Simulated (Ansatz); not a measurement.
A relaxed structure of Al. Space group Fm-3m (No. 225), fcc (Cu type). Method: r2SCAN (plane waves to 500 eV, PAW, scalar-relativistic; Ansatz, a program for electronic structure).

```xyz
1
Lattice="0.0000 1.9963 1.9963 1.9963 0.0000 1.9963 1.9963 1.9963 0.0000" Properties=species:S:1:pos:R:3 pbc="T T T"
Al     1.9963     1.9963     1.9963
```

```json
{
 "volume_per_atom": "15.91 Å³",
 "density": "2.82 g/cm³",
 "band_gap": "no gap (metallic)",
 "shortest_distances": "Al–Al 2.82 Å",
 "k-mesh": "20×20×20"
}
```

No spin polarisation in the result.

Measured for Al: a 4.018 Å (static lattice; corrected from measurement; as listed in Daniel Mejia-Rodriguez, S. B. Trickey, Phys. Rev. B (2018)). Computed minus measured — a: r2SCAN -0.6 %. The computed values are for a static lattice.

The run could not lose the symmetry of its start.
